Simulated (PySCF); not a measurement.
Cartesian coordinates (Å):
SMILES: [Cl]
```xyz
1

Cl     0.0000     0.0000     0.0000
```
Charge 0, spin multiplicity 2.

**Question.** Give the highest occupied spin orbital, total energy and dipole moment at the level PBE0-D4/def2-TZVP (PySCF).

**Answer.** 
```
Quantity                              Value
-----------------------------  ------------
highest occupied spin orbital      -9.54 eV
total energy                   -12517.17 eV
dipole moment                        0.00 D
```
